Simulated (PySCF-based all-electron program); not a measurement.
Results of a calculation; reference values are marked as such.
Forces on CN, doublet by several functionals

Method: all-electron DFT (in-house code on PySCF), basis-limit composite values; the spin-free Dirac equation, no spin–orbit coupling, spin-unrestricted, lowest state found (another of this spin can lie close). Forces are good to about 0.004 eV/Å. Atoms are numbered as listed.

```json
{"atom": "C", "x (Å)": "0.0000", "y (Å)": "0.0000", "z (Å)": "0.0000"}
{"atom": "N", "x (Å)": "0.0000", "y (Å)": "0.0000", "z (Å)": "1.0548"}
```

PBE forces:

| atom | Fx | Fy | Fz (eV/Å) |
| --- | --- | --- | --- |
| C1 | 0.000 | 0.000 | -18.361 |
| N2 | 0.000 | 0.000 | 18.361 |

Q: What forces does r2SCAN give?

A: The forces move by 1.213 eV/Å (r.m.s. over the atoms) from PBE.

| atom | Fx | Fy | Fz (eV/Å) |
| --- | --- | --- | --- |
| C1 | 0.000 | 0.000 | -17.148 |
| N2 | 0.000 | 0.000 | 17.148 |
